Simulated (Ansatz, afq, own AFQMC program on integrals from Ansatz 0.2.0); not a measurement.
## HO⁺, singlet: AFQMC among the cluster methods

```xyz
2

O     0.0000    0.0000    0.0000
H     0.0000    0.0000    1.1460
```

Basis cc-pVDZ. Noble-gas cores (and the filled d shells of Ga–Kr and In–Xe) are frozen. AFQMC by an in-house program on the Cholesky factors that Ansatz 0.2.0 writes for its CCSD(T) run. ph-AFQMC/CISD is guided by a CISD state made of CCSD amplitudes; releasing the constraint for a short imaginary time cuts its bias at the price of noise, slowly where states lie close. Uncertainties: one standard error, sampling alone.

Determinant: RHF, the one that the program's search chose, which needn't be the lowest solution. The geometry is a point of a scan.

Full CI on the same integrals is exact in this basis and with this determinant's frozen core.

Cautions: another spin lies lower; restricted determinant unstable towards unrestricted (UHF 2.57 eV lower, ⟨S²⟩ 1.01); strong correlation (T1 0.009, weight of the determinant 0.81, largest double 0.42); the CCSDT(Q) amplitudes may be one of several solutions (largest double 0.97); the CCSDTQ amplitudes may be one of several solutions (largest double 0.98); the released energies are still falling, so no released level is given (meV from the phaseless value at times in 1/Eh: -9 ± 4 at 0.24, -11 ± 4 at 0.51, -15 ± 4 at 0.99, -18 ± 5 at 1.62, -29 ± 7 at 2.40); the ph-AFQMC/CISD walk drifts between its halves (2.2 errors); the determinant fills πx and πy unequally, so it mixes two states of the linear molecule, and each level undoes that mixture to a different degree, while full CI gives the lower state; CCSDTQ on the UHF determinant differs (2.38 eV lower), perhaps since the unrestricted series falls towards higher spin.

The T1 diagnostic is 0.0091. The weight of the determinant in the CISD state is 0.811. The size of the correlated space is 6 electrons in 18 orbitals.

```tsv
level	correlation energy (eV)
MP2	-3.4821
CCSD	-4.4559
CCSD(T)	-4.7048
```

(1) Estimate where full CI lies against CCSD(T) on the same integrals.

(1) 21.6 kJ/mol below CCSD(T).

Reference: full CI, correlation energy -4.929 eV. The cautions show a poor starting determinant, so the rows tell how each method copes with it here, and full CI is the sure value.

```json
{"level": "CCSD(T)", "E − E(reference) (kJ/mol)": "21.6", "share of correlation (%)": "95.46"}
{"level": "CCSDT", "E − E(reference) (kJ/mol)": "1.0", "share of correlation (%)": "99.80"}
{"level": "CCSDT(Q)", "E − E(reference) (kJ/mol)": "-0.3", "share of correlation (%)": "100.05"}
{"level": "CCSDTQ", "E − E(reference) (kJ/mol)": "0.0", "share of correlation (%)": "99.99"}
{"level": "ph-AFQMC/CISD", "E − E(reference) (kJ/mol)": "13.4 ± 0.4", "share of correlation (%)": "97.18"}
```

CCSDT and higher add their correlation energy to the determinant of the CCSD(T) run, since their own runs factorise the integrals more tightly (a shift of under 2 meV).
